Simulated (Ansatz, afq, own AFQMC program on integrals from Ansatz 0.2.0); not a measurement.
# Atomization energy of C2HCl2FSi, singlet

```yaml
atoms:
  - { symbol: C, position_ang: [1.5958, -0.4314, 1.1852] }
  - { symbol: C, position_ang: [0.6382, -0.2088, 0.4703] }
  - { symbol: Si, position_ang: [-0.7826, 0.1306, -0.5921] }
  - { symbol: F, position_ang: [-1.5195, -1.2504, -0.9564] }
  - { symbol: Cl, position_ang: [-0.1877, 0.9988, -2.3331] }
  - { symbol: Cl, position_ang: [-2.1267, 1.3228, 0.3624] }
  - { symbol: H, position_ang: [2.4438, -0.6296, 1.8180] }
```

Atoms in their ground-state spins without spin–orbit coupling (mostly on UHF) minus the molecule (RHF), without zero-point energy. The geometry is a stationary point, not shown to be a minimum.

Basis def2-SVP. Only valence electrons are correlated. AFQMC by an in-house program on the Cholesky factors that Ansatz 0.2.0 writes for its CCSD(T) run. The CISD trial takes its coefficients from CCSD amplitudes. Released means that phaseless walkers are propagated on without the constraint, phases kept. ± is one standard error of the sampling. The errors of all members are added in quadrature.

No full CI on the walks' own integrals is used here. The released AFQMC energy serves as the reference, which it does only where one determinant dominates, the energy is flat over the last release times and near the phaseless one (40 meV or 2 meV an electron, half that with transition metals). On small molecules, where full CI could be run and the noise was under 10 meV, such values lay within 10 meV of it in 19 cases of 20, a flattering rate, since the rule was set on those same cases; what remains of the bias isn't in the error bar. Each member takes its own surest rung, up to full CI.

The best estimate is CCSD(T) at the basis-set limit (CBS: def2-TZVPP and def2-QZVPP, with their diffuse functions for anions and beside diffuse sets, CCSD(T) itself extrapolated) plus the step from CCSD(T) to AFQMC with the constraint released in def2-SVP. Rows without CBS are in def2-SVP, the functionals in def2-TZVP; B2PLYP and the wave-function rows carry a basis error of their own. Core correlation and relativity beyond core potentials are missing, and ± holds the sampling alone.

Cautions: C₂HCl₂FSi (singlet): the released value is read at 0.60 1/Eh with a noise of 11 meV, more than in the cases checked (meV from the phaseless value at times in 1/Eh: -21 ± 12 at 0.20, -34 ± 12 at 0.40, -29 ± 11 at 0.60); other spins of the molecule weren't checked.

```csv
level,atomization energy (kJ/mol)
wB97M-V,2999.9
MP2,2894.6
B2PLYP,2947.8
```

Task: From these cheaper values, estimate the atomization energy at the level of the best estimate.

Result: 3005.7 ± 1.1 kJ/mol (best estimate, highest rung released AFQMC).

```json
{"level": "HF", "atomization energy (kJ/mol)": "2153.4", "error against the best estimate (kJ/mol)": "-852.3 ± 1.1"}
{"level": "CCSD", "atomization energy (kJ/mol)": "2725.0", "error against the best estimate (kJ/mol)": "-280.7 ± 1.1"}
{"level": "CCSD(T)", "atomization energy (kJ/mol)": "2772.0", "error against the best estimate (kJ/mol)": "-233.7 ± 1.1"}
{"level": "ph-AFQMC/CISD", "atomization energy (kJ/mol)": "2774.8 ± 1.0", "error against the best estimate (kJ/mol)": "-230.9 ± 1.4"}
{"level": "released AFQMC", "atomization energy (kJ/mol)": "2775.5 ± 1.2", "error against the best estimate (kJ/mol)": "-230.2"}
{"level": "HF/CBS", "atomization energy (kJ/mol)": "2185.9", "error against the best estimate (kJ/mol)": "-819.8 ± 1.1"}
{"level": "MP2/CBS", "atomization energy (kJ/mol)": "3140.0", "error against the best estimate (kJ/mol)": "134.3 ± 1.1"}
{"level": "CCSD(T)/CBS", "atomization energy (kJ/mol)": "3001.6", "error against the best estimate (kJ/mol)": "-4.1 ± 1.1"}
{"level": "PBE", "atomization energy (kJ/mol)": "3049.1", "error against the best estimate (kJ/mol)": "43.5 ± 1.1"}
{"level": "r2SCAN", "atomization energy (kJ/mol)": "3001.2", "error against the best estimate (kJ/mol)": "-4.5 ± 1.1"}
{"level": "PBE0", "atomization energy (kJ/mol)": "2973.7", "error against the best estimate (kJ/mol)": "-32.0 ± 1.1"}
{"level": "B3LYP", "atomization energy (kJ/mol)": "2915.9", "error against the best estimate (kJ/mol)": "-89.8 ± 1.1"}
```

Correlation beyond CCSD(T) adds 4.1 ± 1.1 kJ/mol. Going to the basis-set limit adds 229.6 kJ/mol at CCSD(T). The perturbative (T) step is worth +47.0 kJ/mol. The functionals spread over 133.3 kJ/mol; r2SCAN and wB97M-V come nearest and B3LYP is 89.8 kJ/mol too low.

Best estimates are given only where the step beyond CCSD(T) is under 0.3 eV and no member's determinant is very poor (T1 over 0.05, or 0.07 for open shells, ⟨S²⟩ too high by 0.3, two states mixed), so the hardest cases are missing from such tables.

The functionals ran in a triple-zeta set and keep a basis error of their own, a few kJ/mol for each bond in atomization energies and more for double hybrids, so close places among them and the extrapolated levels can swap.

Each member of a difference takes its own highest rung, so a best estimate needn't equal the limit plus the step of one row. Released energies are given only where the last usable release times agree within the noise; a slower fall can still hide under it.
